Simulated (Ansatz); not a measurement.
**CHB (triplet): wave-function methods side by side at distance B1–C2 = 4.569 Å, cc-pVDZ**

Aim: climb from Hartree-Fock through coupled cluster and multireference methods for CHB (triplet) at one geometry and basis, and see what each rung misses.

The runs use Ansatz 0.2.0, Gaussian basis; cc-pVDZ, core rule «outside noble gas», up to 2 orbitals frozen.

The runs, in order: UHF; CCSD(T) on ROHF; CCSD(T) on UHF; BCCD(T) on ROHF; CISD; CCSDT(Q) on ROHF; CCSDT(Q) on UHF; CASSCF and MRCISD+Q, 4 electrons in 4 orbitals; CASSCF and NEVPT2, 4 electrons in 4 orbitals; CASSCF and MRCISD+Q, 8 electrons in 9 orbitals; CASSCF and NEVPT2, 8 electrons in 9 orbitals.

12 further runs of the same task are left out: 1 for a known fault of the program, 8 that didn't finish, 3 set aside as unsound or not needed.

### 1 What is computed

The geometry derives from a PBE0/def2-TZVP stationary point (not a proven minimum). One bond is set to the value named and the two fragments are kept rigid.

3 atoms, charge 0, spin multiplicity 3.

Atoms are counted from 1 here; the program's logs count them from 0.

Bond lengths: C2–H3 1.071 Å.

Geometry (Å):

```
B     0.0000    0.0000    3.4029
C     0.0000    0.0000   -1.1661
H     0.0000    0.0000   -2.2369
```

### 2 UHF

File in.yaml:

```yaml
crystal:
  periodic: [false, false, false]
  atoms:
    - {symbol: B, position_ang: [0.000000, 0.000000, 3.402934]}
    - {symbol: C, position_ang: [0.000000, 0.000000, -1.166066]}
    - {symbol: H, position_ang: [0.000000, 0.000000, -2.236868]}
basis:
  gaussian: {orbitals: cc-pVDZ}
magnetization: {spin_polarized: true, initial_magnetization: 2}
hamiltonian: {xc: hf}
output: {orbitals: {seedname: orbitals}}
```

Started as:

```sh
$ ansatz run in.yaml --threads 1 --pin off --events-out ev --progress --plain --max-ram 2393MiB
```

The runs that follow: CCSD(T) on ROHF; CCSD(T) on UHF; BCCD(T) on ROHF; CISD; CCSDT(Q) on ROHF; CCSDT(Q) on UHF; CASSCF and MRCISD+Q, 4 electrons in 4 orbitals; CASSCF and NEVPT2, 4 electrons in 4 orbitals; CASSCF and MRCISD+Q, 8 electrons in 9 orbitals; CASSCF and NEVPT2, 8 electrons in 9 orbitals.

**Question.** What will the summary of the whole plan be? Wanted: UCCSDT(Q) below the RHF energy; RMP2 from UCCSDT(Q); UMP2 from UCCSDT(Q); RCCSD from UCCSDT(Q); RCCSD(T) from UCCSDT(Q); UCCSD(T) from UCCSDT(Q); RCCSDT(Q) from UCCSDT(Q); NEVPT2 pair from UCCSDT(Q); MRCISD+Q pair from UCCSDT(Q).

**Answer**, as computed:

| quantity | value |
| --- | --- |
| UCCSDT(Q) below the RHF energy | -4.7192 eV |
| RMP2 from UCCSDT(Q) | +1391.2 meV |
| UMP2 from UCCSDT(Q) | +1388.2 meV |
| RCCSD from UCCSDT(Q) | +100.1 meV |
| RCCSD(T) from UCCSDT(Q) | +26.4 meV |
| UCCSD(T) from UCCSDT(Q) | +25.4 meV |
| RCCSDT(Q) from UCCSDT(Q) | +0.7 meV |
| NEVPT2 pair from UCCSDT(Q) | +1190.2 meV |
| MRCISD+Q pair from UCCSDT(Q) | -61.4 meV |
| NEVPT2 valence from UCCSDT(Q) | +727.5 meV |
| levels within 1 kcal/mol (43 meV) | RCCSD(T), UCCSD(T), BCCD(T), RCCSDT, UCCSDT, RCCSDT(Q), MRCISD+Q valence |
| T1 diagnostic | 0.018 |
| effectively unpaired electrons | 2.10 |

What this shows: RCCSD(T) lands +26.4 meV from the yardstick (0.6 % of the correlation energy). One determinant dominates. Of the multireference levels listed MRCISD+Q valence comes nearest in total energy (-8.2 meV), which doesn't show that its space is the better one. Coupled cluster took another determinant than the lowest Hartree-Fock one. These misses are within one basis, not against nature; the frozen cores of restricted and unrestricted runs differ, which can shift their rows.
